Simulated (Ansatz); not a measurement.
A run of Ansatz (development build ahead of 0.2.0) on triplet CO in separate pieces at this shape:

```yaml
atoms:
  - { symbol: C, position_ang: [0.0000, 0.0000, 0.0000] }
  - { symbol: O, position_ang: [0.0000, 0.0000, 4.0000] }
```

Its results:

| Item | Value |
| --- | --- |
| Converged | yes |
| Total energy | -112.75861 hartree |
| Spin squared of the determinant | 2.000 |
| Stability test | minimum among restricted orbitals |

**Question.** Which input gives this output? Name the method, the orbitals and the basis set, and write the input.

**Answer.** PBE (restricted open-shell) in pcseg-2.

```yaml
crystal:
  periodic: [false, false, false]
  atoms:
    - { symbol: C, position_ang: [0.0, 0.0, 0.0] }
    - { symbol: O, position_ang: [0.0, 0.0, 4.0] }
basis:
  gaussian: { orbitals: pcseg-2 }
magnetization:
  initial_magnetization: 2
hamiltonian:
  xc: pbe
```

Caution: stretched shape with no unrestricted run beside it, a lower state can exist; charge can spread falsely over distant fragments.
